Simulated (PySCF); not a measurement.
Compound: N-allylmethylamine, C4H9N.
Z-matrix (Å and degrees, PBE0-D3(BJ)/def2-SVP geometry), rows numbered from 1:
```
C 
C   1  1.3331
C   2  1.4962  1  125.08
N   3  1.4434  2  111.11  1   127.81
C   4  1.4396  3  114.36  2   176.48
H   1  1.0954  2  121.39  3    -0.29
H   1  1.0932  2  121.61  3   179.24
H   2  1.0969  1  120.02  3   179.34
H   3  1.1144  2  109.62  1     0.97
H   3  1.1074  2  108.64  1  -114.10
H   4  1.0171  3  109.69  2   -58.40
H   5  1.1003  4  110.10  3   178.06
H   5  1.1130  4  114.73  3    56.20
H   5  1.1032  4  109.87  3   -64.19
```

The closed-shell ground state was solved at several levels (PySCF, density fitting, gas phase, non-relativistic).

| level | basis functions | HOMO (eV) | LUMO (eV) | gap (eV) | dipole (D) |
| --- | --- | --- | --- | --- | --- |
| B3LYP/pcSseg-2 | 306 | -6.29 | -0.11 | 6.18 | 0.84 |
| B3LYP/pcJ-1 | 225 | -6.15 | 0.08 | 6.23 | 0.87 |
| wB97X-D/def2-SVPD | 172 | -8.40 | 2.03 | 10.43 | 0.89 |

Question: Estimate the row for PBE0/pcSseg-1, a basis of 130 functions; the other rows only guide the guess.

Answer: HOMO -6.40 eV, LUMO 0.30 eV, gap 6.70 eV, dipole 0.91 D.

Question: Over all these levels, which gives the widest orbital gap and which the narrowest?

Answer: wB97X-D/def2-SVPD (range-separated hybrid) has the widest, 10.43 eV, and B3LYP/pcSseg-2 (global hybrid, 20 % exact exchange) the narrowest, 6.18 eV. Functional and basis both differ between the two, so the spread mixes both effects.

Question: How far do the dipole and the HOMO energy spread over the levels?

Answer: The dipole runs from 0.84 to 0.91 D (mean 0.88 D) and the HOMO from -8.40 to -6.15 eV.

One conformer stands for the species.
